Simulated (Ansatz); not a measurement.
# CCSD(T) forces

BSiH₄ (SMILES [BH][SiH3]), doublet, displaced at random from a GFN2-xTB minimum.

```
6
angstrom
B 0.9233 -0.9382 0.7029
Si -0.3314 0.3258 -0.1585
H 1.3316 -2.1083 0.8033
H -1.3631 -0.3222 -0.6306
H 0.2966 1.0712 -1.4103
H -0.9081 1.4575 0.8522
```

Program: Ansatz 0.2.0. Basis: def2-TZVPP. Cores are frozen in the correlated methods; orbitals are unrestricted.

CCSD(T) forces from the calculation:
| atom | Fx | Fy | Fz (eV/Å) |
| --- | --- | --- | --- |
| B1 | 0.754 | -0.962 | 0.344 |
| Si2 | 3.091 | 4.033 | 1.373 |
| H3 | -0.472 | 1.178 | -0.225 |
| H4 | -3.878 | -2.259 | -1.684 |
| H5 | -0.300 | -0.693 | 1.272 |
| H6 | 0.805 | -1.296 | -1.080 |

Root-mean-square difference of the force components from those of CCSD(T): PBE0-D4 0.095; wB97M-V 0.077; r2SCAN-D4 0.109; PBE-D4 0.195; BHLYP-D4 0.098; B97M-V 0.171 eV/Å.

No T1 diagnostic of these runs exceeds 0.016. ⟨S²⟩ of the unrestricted Hartree–Fock references: 0.76 (a pure state has 0.75).

For scale, one of the runs: CCSD(T)/def2-TZVPP forces, 129 basis functions (an equivalent command: `ansatz run in.yaml --threads 4`). The run took 34 s on 4 CPU threads (shared host), with 2.3 GiB of host memory at its peak.
